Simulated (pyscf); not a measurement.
Single points on ωB97X-D3(BJ)/def2-SVP structures (PySCF, gas phase).

Q: Estimate the classical barrier height and the reaction energy of •H₂Si–Si(SiH₃)(SiH₃)–Cl (SMILES [SiH2][Si]([SiH3])([SiH3])Cl) + H₂ (SMILES [H][H]) → H₃Si–Si(SiH₃)(SiH₃)–Cl (SMILES [SiH3][Si]([SiH3])([SiH3])Cl) + H• (SMILES [H]) at ωB97M-D3(BJ)/def2-TZVP. The step runs on the doublet surface, breaks H–H and forms H–Si; take the separated reactants as zero.

A: ΔE‡ = 19.2 kcal/mol, ΔE = +15.1 kcal/mol. Zero-point energy shifts the barrier by -1.0 kcal/mol. It is a hydrogen abstraction, with an imaginary mode of 909i cm⁻¹. •H₂Si–Si(SiH₃)(SiH₃)–Cl lies 6.3 kcal/mol over its isomer H₃Si–Si•(SiH₃)–SiH₂–Cl (electronic energy, ωB97M-D3(BJ)/def2-TZVP). One saddle was located; it need not be the lowest between these sides. The angle at the transferred H is 178°.
